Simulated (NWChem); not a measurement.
Everything below was run with NWChem. System: O$_{2}$ (+1), charge 1, spin multiplicity 2, at a geometry optimised with UB3LYP/def2-SVP. The structure started from a generated list of species. Its SCF solution wasn't tested for a lower state. Level: UHF/3-21G.

Output (cleaned and shortened):

```
             Northwest Computational Chemistry Package (NWChem) 7.3.0
             --------------------------------------------------------

                                NWChem Input Module
                                -------------------

 Scaling coordinates for geometry "geometry" by  1.889725989
 (inverse scale =  0.529177249)

 Turning off AUTOSYM since
 SYMMETRY directive was detected!

                             Geometry "geometry" -> ""
                             -------------------------

 Output coordinates in angstroms (scale by  1.889725989 to convert to a.u.)

  No.       Tag          Charge          X              Y              Z
 ---- ---------------- ---------- -------------- -------------- --------------
    1 O                    8.0000     0.00000000     0.00000000     0.55348800
    2 O                    8.0000     0.00000000     0.00000000    -0.55348800

 Effective nuclear repulsion energy (a.u.)      30.5944699216

            Nuclear Dipole moment (a.u.)
            ----------------------------
        X                 Y               Z
 ---------------- ---------------- ----------------
     0.0000000000     0.0000000000     0.0000000000

      Symmetry information
      --------------------

 Group name             D2h
 Group number             26
 Group order               8
 No. of unique centers     1

      Symmetry unique atoms

     1


 Summary of "ao basis" -> "" (spherical)
 ------------------------------------------------------------------------------
       Tag                 Description            Shells   Functions and Types
 ---------------- ------------------------------  ------  ---------------------
 *                           3-21g                    on all atoms

 Summary of "ao basis" -> "ao basis" (spherical)
 ------------------------------------------------------------------------------
       Tag                 Description            Shells   Functions and Types
 ---------------- ------------------------------  ------  ---------------------
 O                           3-21g                   5        9   3s2p

                                 NWChem SCF Module
                                 -----------------

  ao basis        = "ao basis"
  functions       =    18
  atoms           =     2
  alpha electrons =     8
  beta  electrons =     7
  charge          =   1.00
  wavefunction    = UHF
  use symmetry    = T
  symmetry adapt  = T

 Summary of "ao basis" -> "ao basis" (spherical)
 ------------------------------------------------------------------------------
       Tag                 Description            Shells   Functions and Types
 ---------------- ------------------------------  ------  ---------------------
 O                           3-21g                   5        9   3s2p

      Symmetry analysis of basis
      --------------------------

        ag          5
        au          0
        b1g         0
        b1u         5
        b2g         2
        b2u         2
        b3g         2
        b3u         2

 Forming initial guess at       0.0s

   Symmetry analysis of molecular orbitals - initial alpha
   -------------------------------------------------------

  Numbering of irreducible representations:

     1 ag          2 au          3 b1g         4 b1u         5 b2g
     6 b2u         7 b3g         8 b3u

  Orbital symmetries:

     1 b1u         2 ag          3 ag          4 b1u         5 b3u
     6 b2u         7 ag          8 b2g         9 b3g        10 b1u
    11 b3u        12 b2u        13 b1u        14 b2g        15 b3g
    16 ag         17 ag         18 b1u

   Symmetry analysis of molecular orbitals - initial beta
   ------------------------------------------------------

  Numbering of irreducible representations:

     1 ag          2 au          3 b1g         4 b1u         5 b2g
     6 b2u         7 b3g         8 b3u

  Orbital symmetries:

     1 b1u         2 ag          3 ag          4 b1u         5 b2u
     6 ag          7 b3u         8 b3g         9 b2g        10 b1u
    11 b2u        12 b3u        13 b1u        14 b3g        15 ag
    16 b2g        17 ag         18 b1u

 Starting SCF solution at       0.0s

 ----------------------------------------------
[...]
     6      0.333991  1 O  s                 15      0.333991  2 O  s
     9      0.284859  1 O  pz                18     -0.284859  2 O  pz

 Vector    7  Occ=1.000000D+00  E=-1.211645D+00  Symmetry=b2u
              MO Center= -8.0D-60,  3.8D-27, -4.9D-17, r^2= 7.7D-01
   Bfn.  Coefficient  Atom+Function         Bfn.  Coefficient  Atom+Function
  ----- ------------  ---------------      ----- ------------  ---------------
     4      0.380638  1 O  py                13      0.380638  2 O  py
     8      0.354798  1 O  py                17      0.354798  2 O  py

 Vector    8  Occ=1.000000D+00  E=-1.018175D+00  Symmetry=b2g
              MO Center= -1.1D-28,  5.8D-44,  5.9D-17, r^2= 7.9D-01
   Bfn.  Coefficient  Atom+Function         Bfn.  Coefficient  Atom+Function
  ----- ------------  ---------------      ----- ------------  ---------------
     3      0.481549  1 O  px                12     -0.481549  2 O  px
     7      0.451539  1 O  px                16     -0.451539  2 O  px

 Vector    9  Occ=0.000000D+00  E=-4.278970D-01  Symmetry=b3g
              MO Center=  1.9D-32, -1.7D-26,  3.4D-17, r^2= 8.7D-01
   Bfn.  Coefficient  Atom+Function         Bfn.  Coefficient  Atom+Function
  ----- ------------  ---------------      ----- ------------  ---------------
     8      0.525519  1 O  py                17     -0.525519  2 O  py
     4      0.429367  1 O  py                13     -0.429367  2 O  py

 Vector   10  Occ=0.000000D+00  E= 1.330019D-01  Symmetry=b1u
              MO Center=  9.1D-29,  1.5D-26, -1.3D-17, r^2= 9.7D-01
   Bfn.  Coefficient  Atom+Function         Bfn.  Coefficient  Atom+Function
  ----- ------------  ---------------      ----- ------------  ---------------
     6      1.251673  1 O  s                 15     -1.251673  2 O  s
     9     -1.154764  1 O  pz                18     -1.154764  2 O  pz
     5     -0.441332  1 O  pz                14     -0.441332  2 O  pz

 Vector   11  Occ=0.000000D+00  E= 1.111526D+00  Symmetry=b3u
              MO Center=  4.2D-27,  6.3D-38,  4.7D-17, r^2= 1.1D+00
   Bfn.  Coefficient  Atom+Function         Bfn.  Coefficient  Atom+Function
  ----- ------------  ---------------      ----- ------------  ---------------
     3      0.701289  1 O  px                12      0.701289  2 O  px
     7     -0.609066  1 O  px                16     -0.609066  2 O  px

                     UHF Final Beta Molecular Orbital Analysis
                     -----------------------------------------

 Vector    5  Occ=1.000000D+00  E=-1.215076D+00  Symmetry=ag
              MO Center= -2.7D-21, -2.4D-23,  5.9D-17, r^2= 1.0D+00
   Bfn.  Coefficient  Atom+Function         Bfn.  Coefficient  Atom+Function
  ----- ------------  ---------------      ----- ------------  ---------------
     5      0.407251  1 O  pz                14     -0.407251  2 O  pz
     6      0.348217  1 O  s                 15      0.348217  2 O  s
     9      0.286428  1 O  pz                18     -0.286428  2 O  pz

 Vector    6  Occ=1.000000D+00  E=-1.187108D+00  Symmetry=b2u
              MO Center= -5.3D-68,  1.4D-24,  2.3D-17, r^2= 7.7D-01
   Bfn.  Coefficient  Atom+Function         Bfn.  Coefficient  Atom+Function
  ----- ------------  ---------------      ----- ------------  ---------------
     4      0.374547  1 O  py                13      0.374547  2 O  py
     8      0.359747  1 O  py                17      0.359747  2 O  py

 Vector    7  Occ=1.000000D+00  E=-1.138062D+00  Symmetry=b3u
              MO Center=  2.6D-21,  2.9D-38,  8.1D-18, r^2= 7.8D-01
   Bfn.  Coefficient  Atom+Function         Bfn.  Coefficient  Atom+Function
  ----- ------------  ---------------      ----- ------------  ---------------
     3      0.367693  1 O  px                12      0.367693  2 O  px
     7      0.365260  1 O  px                16      0.365260  2 O  px

 Vector    8  Occ=0.000000D+00  E=-3.973469D-01  Symmetry=b3g
              MO Center= -2.0D-49, -7.8D-35, -1.5D-17, r^2= 8.8D-01
   Bfn.  Coefficient  Atom+Function         Bfn.  Coefficient  Atom+Function
  ----- ------------  ---------------      ----- ------------  ---------------
     8      0.533384  1 O  py                17     -0.533384  2 O  py
     4      0.423541  1 O  py                13     -0.423541  2 O  py

 Vector    9  Occ=0.000000D+00  E=-3.451011D-01  Symmetry=b2g
              MO Center=  1.6D-28,  3.1D-31,  7.8D-17, r^2= 8.9D-01
   Bfn.  Coefficient  Atom+Function         Bfn.  Coefficient  Atom+Function
  ----- ------------  ---------------      ----- ------------  ---------------
     7      0.543408  1 O  px                16     -0.543408  2 O  px
     3      0.416036  1 O  px                12     -0.416036  2 O  px

 Vector   10  Occ=0.000000D+00  E= 1.794967D-01  Symmetry=b1u
              MO Center= -4.9D-29,  7.6D-35,  1.0D-16, r^2= 9.5D-01
   Bfn.  Coefficient  Atom+Function         Bfn.  Coefficient  Atom+Function
  ----- ------------  ---------------      ----- ------------  ---------------
     6      1.299577  1 O  s                 15     -1.299577  2 O  s
     9     -1.173122  1 O  pz                18     -1.173122  2 O  pz
     5     -0.431129  1 O  pz                14     -0.431129  2 O  pz

 center of mass
 --------------
 x =   0.00000000 y =   0.00000000 z =   0.00000000

 moments of inertia (a.u.)
 ------------------
          34.996602682507           0.000000000000           0.000000000000
           0.000000000000          34.996602682507           0.000000000000
           0.000000000000           0.000000000000           0.000000000000

  Mulliken analysis of the total density
  --------------------------------------

    Atom       Charge   Shell Charges
 -----------   ------   -------------------------------------------------------
    1 O    8     7.50   1.99  0.52  1.96  1.44  1.60
    2 O    8     7.50   1.99  0.52  1.96  1.44  1.60

  Mulliken analysis of the alpha density
  --------------------------------------

    Atom       Charge   Shell Charges
 -----------   ------   -------------------------------------------------------
    1 O    8     4.00   0.99  0.27  1.16  0.73  0.86
    2 O    8     4.00   0.99  0.27  1.16  0.73  0.86

   Mulliken analysis of the beta density
   -------------------------------------

    Atom       Charge   Shell Charges
 -----------   ------   -------------------------------------------------------
    1 O    8     3.50   0.99  0.25  0.80  0.71  0.74
    2 O    8     3.50   0.99  0.25  0.80  0.71  0.74

   Mulliken analysis of the spin density
   -------------------------------------

    Atom       Charge   Shell Charges
 -----------   ------   -------------------------------------------------------
    1 O    8     0.50   0.00  0.02  0.35  0.01  0.12
    2 O    8     0.50   0.00  0.02  0.35  0.01  0.12

       Multipole analysis of the density wrt the origin
       ------------------------------------------------

     L   x y z        total         alpha         beta         nuclear
     -   - - -        -----         -----         ----         -------
     0   0 0 0      1.000000     -8.000000     -7.000000     16.000000

     1   1 0 0      0.000000     -0.000000      0.000000      0.000000
     1   0 1 0      0.000000      0.000000      0.000000      0.000000
     1   0 0 1     -0.000000     -0.000000     -0.000000      0.000000

     2   2 0 0     -6.363743     -3.536016     -2.827727      0.000000
     2   1 1 0     -0.000000     -0.000000     -0.000000      0.000000
     2   1 0 1      0.000000      0.000000      0.000000      0.000000
     2   0 2 0     -5.843410     -3.027849     -2.815562      0.000000
     2   0 1 1      0.000000      0.000000     -0.000000      0.000000
     2   0 0 2     -5.831225    -12.423737    -10.911357     17.503870

 Task  times  cpu:        0.0s     wall:        0.0s

 Total times  cpu:        0.1s     wall:        0.1s
```

Write an NWChem input that would produce this output.

This is not unique; one that fits is 
```
start mol
memory heap 200 mb stack 900 mb global 1100 mb
charge 1
geometry units angstroms nocenter noautoz
  O      0.000000     0.000000     0.553488
  O      0.000000     0.000000    -0.553488
  symmetry group D2h
end
basis spherical
  * library 3-21g
end
scf
  uhf
  nopen 1
  maxiter 100
  thresh 1e-7
  semidirect memsize 60000000 filesize 0
  # guess.movecs holds the orbitals of an unrestricted PBE0 run
  vectors input guess.movecs output mol.movecs
end
task scf energy
```
